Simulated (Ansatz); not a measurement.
CH2⁺, doublet along the angle H2-C1-H3

Starting geometry (PBE0/def2-TZVP stationary point for this spin, not checked as a minimum):

```json
{"atom": "C", "x (Å)": "0.0000", "y (Å)": "0.0000", "z (Å)": "0.0000"}
{"atom": "H", "x (Å)": "0.0000", "y (Å)": "0.0000", "z (Å)": "-1.0935"}
{"atom": "H", "x (Å)": "0.0000", "y (Å)": "0.0000", "z (Å)": "1.0935"}
```

From there the angle named below is changed in its plane at fixed bond lengths, both arms turning rigidly about the middle atom; atoms are numbered as listed. Energies are in kJ/mol, counted from the starting geometry at the same level. Kohn–Sham curves are unrestricted where that lies lower.

Basis aug-cc-pVDZ; Ansatz 0.2.0. Only valence electrons are correlated (noble-gas cores frozen).

In so small a basis the reference is far from its limit while semilocal and hybrid functionals are nearer theirs (RPA and double hybrids share much of the reference's basis error), so the functionals' errors here hold much of the reference's basis and frozen-core error, which can add to them or hide them.

Full CI is exact within this basis and frozen core; it isn't the basis-set limit.

```tsv
angle H2-C1-H3 (°)	full CI	PBE	BLYP	r2SCAN	PBE0	B3LYP	wB97X-V	wB97M-V	B2PLYP	RPA-PBE
67.1	268.3	263.1	266.3	266.5	268.2	270.2	272.7	268.7	272.2	262.8
84.4	133.7	134.1	136.3	135.2	136.2	137.9	138.8	137.6	137.9	131.2
101.2	49.9	54.0	55.4	53.5	53.9	55.4	55.2	56.0	54.0	48.6
123.1	-4.5	1.6	2.4	0.3	0.2	1.3	0.4	2.2	-0.8	-4.9
139.1	-14.4	-9.4	-8.9	-10.5	-10.8	-10.0	-10.9	-9.3	-11.8	-14.4
156.3	-8.9	-6.4	-6.2	-6.9	-7.1	-6.8	-7.3	-6.5	-7.6	-8.7
180.0	0.0	0.0	0.0	0.0	0.0	0.0	0.0	0.0	0.0	0.0
```

Question: Judged by the spread of the error over the points with a reference (largest less smallest), which of these follows full CI best and which worst?

Answer: Subtracting the full CI column from each: best B2PLYP (errors from 0.0 to 4.1, spread 4.1 kJ/mol), worst PBE (from -5.2 to 6.0, spread 11.3 kJ/mol). Functionals and wave-function methods converge differently with the basis, so part of this is basis effect.
